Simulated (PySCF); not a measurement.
Homolysis of single bonds, series HS-X. All species are isolated molecules in the gas phase. One relaxed conformer stands for each flexible species; it need not be the lowest. Strings in code marks are SMILES.

B3LYP has the VWN-RPA correlation part, as in Gaussian. 

A: radical fragment (`C[Si](S)C` (C–Si–S–H torsion 55°))
B: radical fragment (`C[N]C`)
C: radical fragment (`CO[C]=O` (C–O–C–O torsion 0°))
D: radical fragment (`[CH3]`)
E: radical fragment (`[OH]`)

Problem. Order them by highest occupied spin orbital (lowest first) at the level PySCF with B3LYP-D3(BJ)/def2-TZVP.

Solution. E (-8.84 eV), B (-6.86 eV), C (-6.54 eV), D (-6.45 eV), A (-5.18 eV)
